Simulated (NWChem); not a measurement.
System: silicon monoxide (SiO, singlet); SMILES O=[Si]

```xyz
2

Si     0.0000     0.0000     0.5487
O      0.0000     0.0000    -0.9601
```
Atoms are numbered in this order, from 1.

Computed with NWChem. Low-valent species are run as closed-shell singlets; no triplet was tried in these runs. All runs use the structure optimised with PBE0-D3(BJ)/def2-TZVP. Isotropic indirect couplings, all four terms, static geometry, non-relativistic.

**Question.** What does the run give for B3LYP/pcJ-1? Quantities: J(29Si atom 1, 17O atom 2) (Hz).

**Answer.** 
```
Property                         Value
-------------------------------  -----
J(29Si atom 1, 17O atom 2) (Hz)  -72.0
```
